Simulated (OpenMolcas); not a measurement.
# SiHOF (SMILES O[Si]F): the vertical energy of the triplet above the singlet, rung by rung

SiHOF has 4 atoms, charge 0, and is taken as a singlet. SMILES: `O[Si]F`. Geometry: relaxed at GFN2-xTB.

```xyz
4

O    -0.5607    0.7358   -0.1787
Si    0.2701    0.0782    1.0294
F     0.9032   -1.2144    0.2263
H    -0.6125    0.4003   -1.0770
```

Quantity: the vertical energy of the triplet above the singlet, in eV. The values are calculated.

```
                             level                kind     program  value (eV)  less FCI/STO-3G  CPU time (all runs)
                         HF/STO-3G        Hartree–Fock  OpenMolcas        3.40            -0.73                3.5 s
 HF/STO-3G, open shells restricted        Hartree–Fock  OpenMolcas        3.43            -0.70                3.8 s
                     M06-2X/STO-3G     hybrid meta-GGA  OpenMolcas        4.14            +0.01                 11 s
                       PBE0/STO-3G       global hybrid  OpenMolcas        4.17            +0.04                8.6 s
                CASPT2(2,2)/STO-3G      multireference  OpenMolcas        4.11            -0.02                2.9 s
                CASSCF(2,2)/STO-3G      multireference  OpenMolcas        3.68            -0.45                2.8 s
                  MRCI(2,2)/STO-3G      multireference  OpenMolcas        4.03            -0.10                3.2 s
FCI/STO-3G, open shells restricted  exact in the basis  OpenMolcas        4.13             0.00              3.6 min
```

FCI/STO-3G, open shells restricted is exact within its basis and frozen core, so for wave-function methods in that basis the difference is their error; functionals converge differently with the basis, so for them it is only a difference. The values span 3.40 to 4.17 eV. All rows use very small basis sets, so even the best lies far from the true value. CPU times are rough (shared hosts, several kinds of processor): they show what a rung costs within a factor of a few.
